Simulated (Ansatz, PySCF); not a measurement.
System: C4H5, charge -1, multiplicity 1. It need not be the lowest isomer of its formula. Whether it binds its extra electron was not tested at this geometry. 
Coordinates optimised at B3LYP-D3(BJ)/def2-TZVP (Ansatz, a first-principles code):
```xyz
9

C      0.0008    -0.0218     0.4132
C     -0.0002    -0.7857    -0.8521
C     -0.0029     0.7588    -0.8633
C      0.0034    -0.0981     1.7449
H     -0.9082    -1.2878    -1.1915
H      0.9081    -1.2847    -1.1949
H      0.9040     1.2568    -1.2109
H     -0.9127     1.2537    -1.2075
H      0.0024     0.9424     2.1482
```
Charge -1, spin multiplicity 1.

Total electronic energies in hartree. Cores are frozen in the correlated levels unless marked. Spin-orbit coupling is left out. No relativistic terms. 

```json
[
 {"level": "HF/6-31G*", "program": "Ansatz", "energy (Eh)": "-154.19795"},
 {"level": "HF/def2-TZVPD", "program": "PySCF", "energy (Eh)": "-154.27563"},
 {"level": "PBE-D3(BJ)/def2-TZVPD", "program": "Ansatz + dftd3", "energy (Eh)": "-155.15793"},
 {"level": "PBE-D4/def2-TZVPD", "program": "Ansatz + dftd4", "energy (Eh)": "-155.15884"},
 {"level": "r2SCAN/def2-TZVPD", "program": "Ansatz", "energy (Eh)": "-155.26180"},
 {"level": "r2SCAN-D4/def2-TZVPD", "program": "Ansatz + dftd4", "energy (Eh)": "-155.26339"},
 {"level": "PBE0/6-31G*", "program": "Ansatz", "energy (Eh)": "-155.08389"},
 {"level": "PBE0/def2-TZVP", "program": "Ansatz", "energy (Eh)": "-155.16204"},
 {"level": "TPSSh-D3(BJ)/def2-TZVPD", "program": "PySCF + dftd3", "energy (Eh)": "-155.38176"},
 {"level": "r2SCANh/def2-TZVPD", "program": "Ansatz", "energy (Eh)": "-155.25414"},
 {"level": "LC-wPBE-D3(BJ)/def2-TZVPD", "program": "Ansatz + dftd3", "energy (Eh)": "-155.25317"},
 {"level": "LC-wPBE-D4/def2-TZVPD", "program": "Ansatz + dftd4", "energy (Eh)": "-155.25532"},
 {"level": "LC-wPBE/def2-TZVPD", "program": "Ansatz", "energy (Eh)": "-155.24824"},
 {"level": "MP2/cc-pVDZ", "program": "Ansatz", "energy (Eh)": "-154.76668"}
]
```

Totals of different functionals don't rank their quality; only differences between species are comparable.
